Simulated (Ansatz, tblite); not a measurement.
# The cluster ZnTe2−: one state, many levels

Aim: run the doublet of the cluster ZnTe2− at one geometry on many levels, and compare frontier levels, spin and run time.

Computed with Ansatz 0.2.0, Gaussian basis. Level: as each input shows.

The runs, in order: GFN1-xTB, GFN2-xTB, PBE-D4/def2-TZVPD, r2SCAN-D4/def2-TZVPD, LC-ωPBE/def2-TZVPD, HSE06-D4/def2-TZVPD, B2PLYP/def2-TZVPD, revPBE-D4/def2-TZVPD, ωB97M-V/def2-TZVPD, PBE-D4/def2-SVPD, PBE0-D4/def2-SVPD, CCSD(T)/def2-SVPD, MP2/def2-TZVPD, RPA/def2-TZVPD.

**1. The geometry**

The geometry is that of the doublet, from an earlier relaxation (r2SCAN-D4/def2-TZVPD). At that level it is the lowest of the isomers that a small search found.

3 atoms, charge -1, spin multiplicity 2.

Bond lengths: Zn1–Te2 2.435 Å, Zn1–Te3 2.435 Å. Angles: Te2–Zn1–Te3 179.7°.

Te takes a core potential in the def2 sets. No spin-orbit coupling is included. The ion is computed in the gas phase, without counter-ions or solvent.

PBE0-D4/def2-TZVPD was run before; its log isn't repeated, and its numbers join the tables.

**2. GFN1-xTB**

Tight binding, by tblite at 300 K electronic temperature and without a spin-polarisation term:

```python
tblite.interface.Calculator('GFN1-xTB', numbers, positions, charge=-1, uhf=1).singlepoint()
```

Energy -233.8636 eV; 0.002 s.

**3. GFN2-xTB**

Tight binding, by tblite at 300 K electronic temperature and without a spin-polarisation term:

```python
tblite.interface.Calculator('GFN2-xTB', numbers, positions, charge=-1, uhf=1).singlepoint()
```

Energy -187.8694 eV; 0.005 s.

**4. PBE-D4/def2-TZVPD**

start.molden holds the orbitals of an earlier run on this state, given as this run's starting guess.

The input, in.yaml:

```yaml
crystal:
  periodic: [false, false, false]
  atoms:
    - {symbol: Zn, position_ang: [-0.001625, -0.003511, -0.000371]}
    - {symbol: Te, position_ang: [2.197584, -0.983106, -0.361877]}
    - {symbol: Te, position_ang: [-2.195960, 0.986617, 0.362249]}
basis:
  gaussian: {orbitals: def2-TZVPD, initial_orbitals: start.molden}
total_charge: -1
magnetization: {spin_polarized: true, initial_magnetization: 1}
hamiltonian: {xc: pbe, dispersion: d4}
scf: {omitted_lower_state_checks: [starts]}
output: {orbitals: {seedname: orbitals}}
```

Run with:

```sh
ansatz run in.yaml --threads 4 --pin off --events-out ev --progress --plain --max-ram 3916MiB
```

The runs that follow: r2SCAN-D4/def2-TZVPD; LC-ωPBE/def2-TZVPD; HSE06-D4/def2-TZVPD; B2PLYP/def2-TZVPD; revPBE-D4/def2-TZVPD; ωB97M-V/def2-TZVPD; PBE-D4/def2-SVPD; PBE0-D4/def2-SVPD; CCSD(T)/def2-SVPD; MP2/def2-TZVPD; RPA/def2-TZVPD.

Before running them: what should the planned runs give, taken together? Wanted: gap in def2-TZVPD, named functionals, smallest and largest; correlation energy, CCSD(T)/def2-SVPD; correlation energy, MP2/def2-TZVPD; ⟨S²⟩ in def2-TZVPD, named functionals, smallest and largest; PBE0 total energy, smallest basis above largest.

As calculated:

| quantity | value |
| --- | --- |
| gap in def2-TZVPD, named functionals, smallest and largest | 0.02 eV (PBE-D4), 4.83 eV (LC-ωPBE) |
| correlation energy, CCSD(T)/def2-SVPD | -14.85 eV |
| correlation energy, MP2/def2-TZVPD | -35.87 eV |
| ⟨S²⟩ in def2-TZVPD, named functionals, smallest and largest | 0.754, 0.766 |
| PBE0 total energy, smallest basis above largest | 7.29 eV (def2-SVPD, def2-TZVPD) |

Over the named functionals in def2-TZVPD the gap runs from 0.02 eV (PBE-D4) to 4.83 eV (LC-ωPBE); exact exchange widens it. Over the named functionals in def2-TZVPD spin contamination reaches 0.02 (PBE0-D4), which is small.
